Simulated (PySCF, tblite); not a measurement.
2,2,2-trifluoroethylamine, C2H4F3N.
Bonds: N1–C2, C2–C3, C3–F4, C3–F5, C3–F6. Hydrogens: H7, H8 on N1; H9, H10 on C2.

Computed with GFN2-xTB (tblite), gas phase: nudged elastic band of 9 images (0 to 8), spring 0.2 eV/Å², climbing image at the end, force threshold 0.05 eV/Å. No saddle search or frequency run followed, so the top image need not be a first-order saddle, and its height can exceed the method's true barrier by a kcal/mol or more.

Path: rotation about C2–C3 (sp3 carbon bound to nitrogen, CF3 carbon), followed by the dihedral N1–C2–C3–F5.

Image 0 (start, dihedral 179°):
```
atom  x, y, z in Å
N1     -1.394   -0.021    0.101
C2     -0.087    0.592    0.063
C3      0.977   -0.498    0.070
F4      0.861   -1.314   -0.991
F5      2.213    0.025    0.011
F6      0.936   -1.269    1.157
H7     -2.122    0.681    0.136
H8     -1.548   -0.607   -0.712
H9      0.118    1.221   -0.821
H10     0.055    1.194    0.965
```

Image 8 (end, 0.000 eV, dihedral -61°):
```
atom  x, y, z in Å
N1     -1.232    0.252    0.609
C2     -0.126    0.516   -0.283
C3      0.981   -0.495   -0.018
F4      2.027   -0.300   -0.840
F5      1.456   -0.442    1.227
F6      0.567   -1.756   -0.224
H7     -1.963    0.941    0.492
H8     -1.623   -0.669    0.445
H9     -0.358    0.450   -1.361
H10     0.280    1.509   -0.070
```

Question: What do the inner images look like?

Answer: 
Image 1: +0.011 eV, dihedral -168°
```
atom  x, y, z in Å
N1     -1.384   -0.011    0.162
C2     -0.082    0.600    0.018
C3      0.980   -0.495    0.060
F4      0.991   -1.218   -1.072
F5      2.214    0.016    0.198
F6      0.809   -1.357    1.062
H7     -2.115    0.687    0.204
H8     -1.578   -0.647   -0.602
H9      0.074    1.163   -0.919
H10     0.100    1.267    0.865
```

Image 2: +0.040 eV, dihedral -153°
```
atom  x, y, z in Å
N1     -1.377    0.011    0.233
C2     -0.083    0.599   -0.026
C3      0.985   -0.494    0.049
F4      1.153   -1.107   -1.137
F5      2.185    0.000    0.391
F6      0.699   -1.453    0.931
H7     -2.103    0.715    0.257
H8     -1.613   -0.686   -0.463
H9      0.026    1.087   -1.011
H10     0.138    1.333    0.754
```

Image 3: +0.072 eV, dihedral -138°
```
atom  x, y, z in Å
N1     -1.367    0.039    0.303
C2     -0.086    0.593   -0.070
C3      0.990   -0.496    0.038
F4      1.325   -0.987   -1.169
F5      2.126   -0.032    0.580
F6      0.614   -1.542    0.773
H7     -2.089    0.748    0.305
H8     -1.642   -0.711   -0.319
H9     -0.033    1.001   -1.096
H10     0.172    1.391    0.632
```

Image 4 (top): +0.089 eV, dihedral -123°
```
atom  x, y, z in Å
N1     -1.352    0.072    0.372
C2     -0.092    0.584   -0.115
C3      0.993   -0.497    0.026
F4      1.497   -0.858   -1.168
F5      2.037   -0.080    0.757
F6      0.552   -1.620    0.595
H7     -2.071    0.785    0.352
H8     -1.662   -0.724   -0.172
H9     -0.097    0.905   -1.172
H10     0.203    1.438    0.501
```

Image 5: +0.081 eV, dihedral -108°
```
atom  x, y, z in Å
N1     -1.330    0.109    0.439
C2     -0.098    0.572   -0.159
C3      0.993   -0.496    0.015
F4      1.655   -0.724   -1.134
F5      1.921   -0.144    0.914
F6      0.515   -1.681    0.403
H7     -2.048    0.821    0.395
H8     -1.669   -0.726   -0.025
H9     -0.163    0.801   -1.237
H10     0.233    1.473    0.365
```

Image 6: +0.051 eV, dihedral -92°
```
atom  x, y, z in Å
N1     -1.300    0.150    0.501
C2     -0.105    0.557   -0.203
C3      0.990   -0.495    0.004
F4      1.799   -0.584   -1.067
F5      1.779   -0.224    1.049
F6      0.500   -1.724    0.199
H7     -2.022    0.857    0.435
H8     -1.661   -0.720    0.126
H9     -0.229    0.690   -1.292
H10     0.258    1.498    0.223
```

Image 7: +0.017 eV, dihedral -77°
```
atom  x, y, z in Å
N1     -1.266    0.195    0.558
C2     -0.114    0.541   -0.245
C3      0.985   -0.493   -0.007
F4      1.923   -0.447   -0.969
F5      1.621   -0.319    1.154
F6      0.512   -1.747   -0.008
H7     -1.993    0.894    0.472
H8     -1.642   -0.703    0.277
H9     -0.293    0.575   -1.333
H10     0.275    1.511    0.078
```

The largest changes of bonds and angles from start to top: C2–C3 1.523 → 1.538 Å, C3–F4 1.343 → 1.346 Å, C3–F5 1.344 → 1.341 Å, C2–C3–F5 111.3 → 112.4°, F4–C3–F6 106.9 → 106.0°, C3–C2–H9 106.4 → 107.2°. GFN2-xTB torsional profiles can miss by a kcal/mol or more and can put conformers in the wrong order.

Question: What do single points at PBE0/pcSseg-1 (PySCF, no dispersion term) give on some images?

Answer: 
| image | GFN2-xTB E (eV) | DFT E (eV) | HOMO (eV) | LUMO (eV) | dipole (D) |
| --- | --- | --- | --- | --- | --- |
| 0 | 0.000 | 0.000 | -7.46 | 1.17 | 3.08 |
| 2 | 0.040 | 0.098 | -7.41 | 1.13 | 3.10 |
| 4 | 0.089 | 0.179 | -7.39 | 1.10 | 3.11 |
| 6 | 0.051 | 0.083 | -7.43 | 1.14 | 3.12 |
| 8 | 0.000 | -0.001 | -7.46 | 1.17 | 3.09 |

Energies count from image 0 at each level. At the GFN2-xTB top the DFT energy is 4.1 kcal/mol against 2.0; the geometries weren't optimised at the DFT level.

What follows is the cost of the whole band run. On one thread, Intel Xeon Platinum 8488C (x86_64), no GPU, shared host with 96 logical CPUs at a one-minute load of 34, this took 1.2 s wall and 0.18 GiB of memory at its peak.
